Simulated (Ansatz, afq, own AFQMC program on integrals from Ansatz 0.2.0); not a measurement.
## CH₅, doublet in cc-pVTZ, levels against CCSDT(Q)

```xyz
6

H    -1.8706    0.0000    0.0000
H    -1.0596    0.0000    0.0000
C     0.1964    0.0000    0.0000
H     0.1964   -1.0800    0.0000
H     0.1964    0.5400    0.9353
H     0.1964    0.5400   -0.9353
```

Basis cc-pVTZ. Noble-gas cores (and the filled d shells of Ga–Kr and In–Xe) are frozen. Integrals, coupled cluster, full CI and functionals: Ansatz 0.2.0; the random walks run on the same integrals in our own AFQMC program. The CISD trial takes its coefficients from CCSD amplitudes. Released means that phaseless walkers are propagated on without the constraint, phases kept. Uncertainties: one standard error, sampling alone.

Determinant: UHF, the one that the program's search chose, which needn't be the lowest solution. The geometry is a point of a scan.

No full CI on the walks' own integrals is used here; CCSDT(Q) serves as the reference and is uncertain by about the last step of the cluster series.

- T1 diagnostic: 0.0145
- weight of the determinant in the CISD state: 0.913
- ⟨S²⟩ of the determinant: 0.782
- size of the correlated space: 9 electrons in 99 orbitals

Reference: CCSDT(Q), correlation energy -6.615 eV. The released energy is read at 2.40 1/Eh (meV from the phaseless value at times in 1/Eh: -2 ± 4 at 0.24, -5 ± 4 at 0.51, -3.4 ± 2.2 at 0.99, 1 ± 3 at 1.62, -4 ± 4 at 2.40).

```tsv
level	E − E(reference) (kcal/mol)	share of correlation (%)
HF	152.54	0.00
MP2	21.20	86.11
CCSD	4.94	96.76
CCSD(T)	0.51	99.66
CCSDT	0.13	99.91
ph-AFQMC/CISD	0.06 ± 0.09	99.96
released AFQMC	-0.02 ± 0.09	100.01
```

A walk keeps the symmetry of its determinant, which the program's search chose and which needn't be the lowest solution, so a lower state of the same spin and another symmetry isn't excluded. Released energies are given only where the last usable release times agree within the noise; a slower fall can still hide under it.
